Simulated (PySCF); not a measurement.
**SH₃⁺: umbrella–stretch map**

Level of theory: PySCF, PBE0, basis S def2-TZVP, H def2-TZVP (no relativity, density fitting).

Rigid scan from the singlet minimum (S–H 1.357 Å (×3); H–S–H 94.1° (×3)). Coordinate: rows: all bonds scaled; columns: angle to the threefold axis. Energies in kJ/mol from the minimum.

Rows run from the largest first scale (top) to the smallest, columns from the smallest angle to the largest. Lower edges of the bins (kJ/mol): '_' 1.59, '.' 2.57, ':' 4.12, '-' 6.57, '=' 10.47, '+' 16.64, '*' 26.42, '#' 41.91, '%' 66.48, '@' 105.40; top 167, each point printed twice.
```
**##%%@@@@@@
--++##%%@@@@
__++##%%@@@@
..++##%%@@@@
++**##%%@@@@
```

Problem. Give the energies on the grid of the scan.

Solution. 
| scale \ angle | 60 | 66 | 72 | 78 | 84 | 90 |
| --- | --- | --- | --- | --- | --- | --- |
| 0.95 | 20 | 35 | 66 | 100 | 128 | 139 |
| 0.98 | 4 | 21 | 52 | 88 | 117 | 128 |
| 1.00 | 2 | 19 | 51 | 88 | 117 | 129 |
| 1.03 | 8 | 26 | 59 | 97 | 127 | 139 |
| 1.07 | 30 | 50 | 84 | 123 | 155 | 167 |

The bond scale of lowest energy on the grid is 1.00 at 60°, 1.00 at 66°, 1.00 at 72°, 1.00 at 78°, 0.98 at 84°, 0.98 at 90°.
